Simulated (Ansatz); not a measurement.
Geometry optimisation, Ansatz 0.2.0, RKS PBE-D4/def2-SVP.

input.yaml

```yaml
crystal:
  periodic: [false, false, false]
  atoms:
    - { symbol: C, position_ang: [-1.2169, 0.8808, -0.7518] }
    - { symbol: Al, position_ang: [0.4946, 0.0237, -0.5568] }
    - { symbol: C, position_ang: [0.8825, -0.9581, 1.1083] }
    - { symbol: H, position_ang: [-2.001, 0.1824, -0.6877] }
    - { symbol: H, position_ang: [-1.3123, 1.412, -1.7735] }
    - { symbol: H, position_ang: [-1.388, 1.7017, 0.0337] }
    - { symbol: H, position_ang: [1.6025, 0.0983, -1.7282] }
    - { symbol: H, position_ang: [0.0879, -0.8775, 1.8059] }
    - { symbol: H, position_ang: [1.1241, -2.0066, 0.9263] }
    - { symbol: H, position_ang: [1.8097, -0.5079, 1.6269] }
basis:
  gaussian: { orbitals: def2-SVP }
hamiltonian:
  xc: pbe
  dispersion: d4
relax:
  f_tol: 0.02
  max_steps: 50
```

Launched with:

```bash
$ ansatz run input.yaml --threads 1 --pin off --max-ram 2048MiB --backend cpu --events-out ev --progress --plain --runs-dir out
```

Question: Where does it end, and by what steps?

Answer: The run converged. After 5 steps the energy has fallen by 0.217 eV; H8 moved furthest, 0.12 Å.

```
step  energy less start (eV)  largest force component (eV/Å)  accepted
   0                  0.0000                           3.123       yes
   1                 -0.1958                           0.939       yes
   2                 -0.2036                           0.259       yes
   3                 -0.2159                           0.037       yes
   4                 -0.2154                           0.159        no
   5                 -0.2166                           0.012       yes
```

```xyz
10
Properties=species:S:1:pos:R:3
C -1.229 0.930 -0.794
Al 0.498 0.016 -0.544
C 0.909 -0.959 1.117
H -2.082 0.237 -0.630
H -1.352 1.392 -1.795
H -1.346 1.738 -0.037
H 1.623 0.078 -1.693
H 0.066 -0.993 1.836
H 1.223 -2.005 0.908
H 1.773 -0.485 1.635
```

Whether the end is a true minimum wasn't checked by a vibrational analysis.

The run took 14 s on 1 thread of Arm Neoverse V1, with other jobs on the host, peak memory 0.11 GiB.
